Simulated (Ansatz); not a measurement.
This geometry of BH$_{7}$SSi (10 atoms, charge 0, multiplicity 1) is a first-order saddle point.

All numbers below come from RKS revPBE/def2-SVP in Ansatz.

```xyz
10
Properties=species:S:1:pos:R:3
B -0.264 -0.913 0.082
Si 1.127 0.481 -0.575
H -0.680 -1.593 -0.840
H 0.145 -1.460 1.091
H -1.031 0.531 -0.016
S -2.167 -0.025 0.684
H 0.677 1.410 -1.681
H 1.670 1.361 0.528
H 2.266 -0.350 -1.116
H -1.743 0.559 1.842
```

Task: Which two structures does it join? (They come from a converged band through this point; their orientation in space is the band's.)

Result: Bonds broken: B1–Si2, H5–S6. Bonds formed: Si2–H5. BH7SSi becomes BH3S + H4Si.

First end point:

```xyz
10
Properties=species:S:1:pos:R:3
B -0.174 -1.000 0.062
Si 1.195 0.382 -0.518
H -0.667 -1.667 -0.843
H 0.140 -1.685 1.032
H -2.092 0.871 -0.137
S -1.814 -0.107 0.781
H 0.664 1.306 -1.600
H 1.605 1.311 0.612
H 2.469 -0.224 -1.058
H -1.326 0.813 1.670
```

Last end point:

```xyz
10
Properties=species:S:1:pos:R:3
B -1.585 -1.843 0.926
Si 1.921 1.479 -1.239
H -1.536 -2.396 -0.153
H -0.720 -1.960 1.766
H 0.645 0.856 -0.745
S -3.022 -0.821 1.197
H 1.600 2.548 -2.248
H 2.662 2.090 -0.081
H 2.779 0.424 -1.882
H -2.741 -0.378 2.458
```

Task: How far does it lie above each of them?

Result: 60.6 kJ/mol above the first and 108.8 kJ/mol above the second. This is the barrier of this one path; another mechanism may lie lower. The orbitals stay closed-shell, which can raise the energy where a bond breaks towards radicals; this wasn't checked here.

Time of the run: 110 s on 2 threads of Arm Neoverse V2, with other jobs on the host, peak memory 0.12 GiB.
